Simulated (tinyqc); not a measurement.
Pariser-Parr-Pople SCF with singles CI, for the molecule C=C1C=CC=C1 (SMILES; centres numbered as the heavy atoms are written), step by step. One step of it, computed by the program tinyqc.

Problem. PPP integrals. Ohno: gamma = 14.399645/sqrt(R^2 + a^2), a = 2 x 14.399645/(gamma_rr + gamma_ss); H_rr = -W_r - sum_(s != r) z_s gamma_rs; H_rs = beta for bonds.

Centres (angstrom, eV; a flat drawing with bonds scaled to 1.40 angstrom):
```
centre          x          y  core charge z          W   gamma_rr
1C       2.159000   0.000000              1  10.150000  11.070000
2C       0.759000   0.000000              1  10.150000  11.070000
3C      -0.064000   1.133000              1  10.150000  11.070000
4C      -1.395000   0.700000              1  10.150000  11.070000
5C      -1.395000  -0.700000              1  10.150000  11.070000
6C      -0.064000  -1.133000              1  10.150000  11.070000
```

Resonance integrals (eV):
```
i  j       beta
1  2  -2.410000
2  3  -2.410000
3  4  -2.410000
4  5  -2.410000
5  6  -2.410000
6  2  -2.410000
```

Give: repulsion gamma_rs; core matrix H.

Solution.

repulsion gamma_rs (eV), lower triangle:
```
         1C       2C       3C       4C       5C       6C
1C  11.0700
2C   7.5350  11.0700
3C   5.1175   7.5340  11.0700
4C   3.7414   5.5132   7.5360  11.0700
5C   3.7414   5.5132   5.5125   7.5350  11.0700
6C   5.1175   7.5340   5.5112   5.5125   7.5360  11.0700
```

core matrix H (eV), lower triangle:
```
          1C        2C        3C        4C        5C        6C
1C  -35.4028
2C   -2.4100  -43.7794
3C    0.0000   -2.4100  -41.3612
4C    0.0000    0.0000   -2.4100  -39.9881
5C    0.0000    0.0000    0.0000   -2.4100  -39.9881
6C    0.0000   -2.4100    0.0000    0.0000   -2.4100  -41.3612
```
